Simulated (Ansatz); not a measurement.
**Molecular dynamics, step by step**

CH$_{6}$ClSi, doublet, r2SCAN-D4/def2-SVP (Ansatz 0.2.0). Settings (timestep in fs, temperature in K, friction in 1/fs; T counts 27 degrees of freedom, while the starting velocities carry no drift of the centre of mass, so T starts below the set value):

```yaml
hamiltonian: {xc: r2scan, dispersion: d4}
md: {n_steps: 60, timestep: 0.25, temperature: 700, ensemble: nvt_langevin, seed: 935, friction: 0.01, initial_velocities: maxwell_boltzmann}
```

Start, the saddle point found with PBE0-D4 in triple zeta (not stationary at another level):

```
9
angstrom
Cl 1.0848 0.3679 1.8732
Si -0.2274 -0.7722 0.2342
C -0.4062 0.4096 -1.1951
H 1.9038 1.1576 2.8252
H 0.5030 -2.0124 -0.1356
H -1.5299 -1.1102 0.8646
H -0.9015 1.3272 -0.8718
H 0.5737 0.6719 -1.5986
H -1.0004 -0.0395 -1.9961
```

| step | time (fs) | potential energy less the start (meV) | kinetic energy (meV) | T (K) |
| --- | --- | --- | --- | --- |
| 0 | 0.00 | 0.0 | 723.9 | 622 |
| 4 | 1.00 | 37.0 | 613.5 | 527 |
| 8 | 2.00 | 141.9 | 549.9 | 473 |
| 12 | 3.00 | 246.1 | 465.3 | 400 |
| 16 | 4.00 | 285.9 | 465.8 | 400 |
| 20 | 5.00 | 260.2 | 442.9 | 381 |
| 24 | 6.00 | 212.5 | 459.9 | 395 |
| 28 | 7.00 | 182.6 | 518.1 | 445 |
| 32 | 8.00 | 175.3 | 549.7 | 473 |
| 36 | 9.00 | 153.4 | 557.9 | 480 |
| 40 | 10.00 | 117.7 | 611.7 | 526 |
| 44 | 11.00 | 92.0 | 722.8 | 621 |
| 48 | 12.00 | 46.7 | 833.4 | 716 |
| 52 | 13.00 | -27.5 | 882.3 | 758 |
| 56 | 14.00 | -117.6 | 1003.5 | 863 |
| 60 | 15.00 | -211.0 | 976.6 | 840 |

Step 8, positions (Å) and forces (eV/Å):

```
atom       x       y       z      Fx      Fy      Fz
 Cl1   1.080   0.362   1.871  -0.185  -0.090  -0.261
 Si2  -0.225  -0.769   0.234   1.744  -0.891  -0.318
  C3  -0.413   0.422  -1.188   1.510   0.200  -0.668
  H4   1.921   1.243   2.790   0.159   0.140   0.206
  H5   0.590  -2.065  -0.119  -0.649   0.961   0.163
  H6  -1.457  -1.138   0.898  -0.832  -0.155   0.273
  H7  -0.953   1.307  -0.820   0.028   0.136  -0.214
  H8   0.612   0.734  -1.651  -1.586  -0.408   0.911
  H9  -0.979  -0.066  -1.994  -0.188   0.107  -0.093
```

Step 16, positions (Å) and forces (eV/Å):

```tsv
atom	x	y	z	Fx	Fy	Fz
Cl1	1.076	0.356	1.868	-0.357	-0.190	-0.508
Si2	-0.220	-0.767	0.234	2.571	-1.122	-0.206
C3	-0.416	0.432	-1.185	0.978	0.659	-0.302
H4	1.937	1.337	2.756	0.164	0.141	0.221
H5	0.658	-2.086	-0.106	-1.005	1.385	0.207
H6	-1.404	-1.167	0.954	-0.962	-0.147	0.231
H7	-1.009	1.301	-0.768	0.545	-0.522	-0.727
H8	0.594	0.771	-1.673	-1.631	-0.414	1.139
H9	-0.960	-0.087	-1.989	-0.302	0.210	-0.055
```

Step 28, positions (Å) and forces (eV/Å):

| atom | x | y | z | Fx | Fy | Fz |
| --- | --- | --- | --- | --- | --- | --- |
| Cl1 | 1.073 | 0.347 | 1.862 | -0.681 | -0.475 | -0.909 |
| Si2 | -0.204 | -0.769 | 0.234 | 1.958 | -0.739 | 0.840 |
| C3 | -0.416 | 0.449 | -1.179 | -1.854 | -0.899 | 0.748 |
| H4 | 1.968 | 1.472 | 2.728 | 0.222 | 0.219 | 0.265 |
| H5 | 0.692 | -2.028 | -0.085 | -0.838 | 1.004 | 0.066 |
| H6 | -1.385 | -1.222 | 1.048 | -0.065 | 0.235 | -0.504 |
| H7 | -1.064 | 1.255 | -0.737 | 0.466 | -0.311 | -0.787 |
| H8 | 0.479 | 0.812 | -1.641 | 1.006 | 0.506 | 0.024 |
| H9 | -0.939 | -0.121 | -1.982 | -0.215 | 0.460 | 0.258 |

Last step (60):

Cl1  (1.054, 0.313, 1.828)
Si2  (-0.124, -0.751, 0.263)
C3  (-0.447, 0.441, -1.167)
H4  (2.145, 1.982, 2.701)
H5  (0.760, -1.837, -0.056)
H6  (-1.279, -1.227, 1.046)
H7  (-1.217, 1.223, -0.801)
H8  (0.488, 0.960, -1.589)
H9  (-1.009, -0.101, -1.953)
(Å)

Hardware: 4 CPU threads of an Arm Neoverse N1, shared host. Wall time about 3.4 min.
